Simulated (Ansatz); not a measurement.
Process, species as SMILES: C (CH4) → C atom + 4 H atom
B3LYP-D3(BJ)/def2-TZVP geometries, fixed; electronic energies without zero-point terms.
Largest species:
```
C
H 1 1.0892
H 1 1.0892 2 109.47
H 1 1.0892 2 109.47 3 120.00
H 1 1.0892 2 109.47 3 -120.00
```
Charge 0, spin multiplicity 1.

Basis-set convergence of the atomisation energy at PBE with Ansatz (a quantum-chemistry and plane-wave program). Cartesian d functions, on some or all atoms, in 6-31G*, 6-31+G*; all else is spherical. The program fits the integrals of some runs and decomposes those of others, by size. Open shells are unrestricted. No added dispersion term, no relativity. Functions are those of the species that has most. Reference: the value in aug-pcseg-3, 420.04 kcal/mol, itself unsure by roughly 0.06 kcal/mol (its mean distance from aug-cc-pVQZ, def2-QZVPPD, pcseg-3). Deviations are taken from unrounded values.

```tsv
basis	functions	atomisation energy (kcal/mol)
6-31G*	23	421.51
6-31+G*	27	419.54
cc-pVDZ	34	414.13
aug-cc-pVDZ	59	413.86
def2-SVP	34	419.58
def2-SVPD	52	421.08
pcseg-1	34	416.00
aug-pcseg-1	59	415.93
6-311G**	42	419.66
6-311+G**	46	418.81
def2-TZVP	55	419.46
def2-TZVPD	73	419.49
cc-pVTZ	86	420.36
aug-cc-pVTZ	138	419.60
pcseg-2	86	420.03
aug-pcseg-2	138	420.01
def2-TZVPP	87	420.34
def2-TZVPPD	105	420.30
cc-pVQZ	175	420.46
aug-cc-pVQZ	264	420.16
def2-QZVPP	177	419.99
def2-QZVPPD	195	419.97
pcseg-3	192	420.04
aug-pcseg-3	281	420.04
```

What the diffuse functions change, pair by pair:
- 6-31G* to 6-31+G*: 4 more functions, deviation 1.47 to -0.49 kcal/mol
- cc-pVDZ to aug-cc-pVDZ: 25 more functions, deviation -5.91 to -6.18 kcal/mol
- def2-SVP to def2-SVPD: 18 more functions, deviation -0.46 to 1.04 kcal/mol
- pcseg-1 to aug-pcseg-1: 25 more functions, deviation -4.04 to -4.11 kcal/mol
- 6-311G** to 6-311+G**: 4 more functions, deviation -0.38 to -1.23 kcal/mol
- def2-TZVP to def2-TZVPD: 18 more functions, deviation -0.58 to -0.55 kcal/mol
- cc-pVTZ to aug-cc-pVTZ: 52 more functions, deviation 0.32 to -0.44 kcal/mol
- pcseg-2 to aug-pcseg-2: 52 more functions, deviation -0.01 to -0.03 kcal/mol
- def2-TZVPP to def2-TZVPPD: 18 more functions, deviation 0.30 to 0.26 kcal/mol
- cc-pVQZ to aug-cc-pVQZ: 89 more functions, deviation 0.42 to 0.12 kcal/mol
- def2-QZVPP to def2-QZVPPD: 18 more functions, deviation -0.05 to -0.06 kcal/mol
- pcseg-3 to aug-pcseg-3: 89 more functions, deviation 0.00 to 0.00 kcal/mol

Leaving out the reference's own pair, they bring the value nearer the reference by more than 0.06 kcal/mol in 2 of 11 pairs.
